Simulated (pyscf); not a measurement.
**Routes from `[AsH3]` + `[SiH4]`**

Candidate steps break at most two bonds and form at most two. Each was searched with GFN2-xTB (tblite) first. Optimised with ωB97X-D3(BJ)/def2-SVP in PySCF. Energies: ωB97M-D3(BJ)/def2-TZVP, eV, from the separated reactants, singlet surface; ΔG‡ with ideal gas, 1 atm, RRHO with modes under 100 cm⁻¹ raised to 100, one conformer, R ln 2 for chiral ones without a mode under 150 cm⁻¹.

```
products                        type   ΔE‡     ΔE  ΔG‡ 298 K  ΔG‡ 900 K  ν‡ (cm⁻¹)
--------------  --------------------  ----  -----  ---------  ---------  ---------
H₃Si–AsH₂ + H₂  four-centre exchange  2.82  -0.03       3.16       3.88      1617i
AsH₃ + SiH₄     four-centre exchange  3.12   0.00       3.54       4.39       839i
```

Plain bond fissions and candidates not yet searched are not listed, and one of them may be faster. Each barrier is that of the saddle found; lower ones may exist. Elements up to Kr have no core potential and no relativistic terms here.
